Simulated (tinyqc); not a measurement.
Worked calculation: RHF in the sto-3g basis, for H3O+, spin multiplicity 1. One step of it, computed by the program tinyqc.

Question. Iteration 2: DIIS coefficients. Solve [B -1; -1 0][c; lambda] = [0; -1] for the coefficients, which sum to one.

B (overlaps of the stored error matrices):
```
                1               2
1   3.6945378e+00  -2.0925201e+00
2  -2.0925201e+00   1.4681109e+00
```

Give: DIIS coefficients.

Answer.

DIIS coefficients: 0.3809  0.6191
